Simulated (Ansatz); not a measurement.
**B (model structure, started from the diamond type, Fd-3m, No. 227, 2 atoms in the cell)**

Calculation: r²SCAN (plane waves, PAW; Ansatz, a quantum-chemistry and plane-wave program).

Numerical settings: plane-wave cutoff 500 eV, 18×18×18 k mesh, Fermi–Dirac smearing 0.05 eV, scalar-relativistic PAW data made under PBE.

Cell (relaxed at this level):

```yaml
crystal:
  lattice:
    - [0.00000, 2.02653, 2.02653]
    - [2.02653, 0.00000, 2.02653]
    - [2.02653, 2.02653, 0.00000]
  atoms:
    - { symbol: B, position: [0.75000, 0.75000, 0.75000] }
    - { symbol: B, position: [0.50000, 0.50000, 0.50000] }
```

- band gap = zero (no gap)

Note: the relaxation could raise the start's symmetry but not lower it, so the cell can be a saddle point.

Computed values are for the static lattice.

A model structure was made by putting elements into a prototype or built by hand; it is no filed structure, need not be a known phase, and can be a saddle point held by its symmetry.
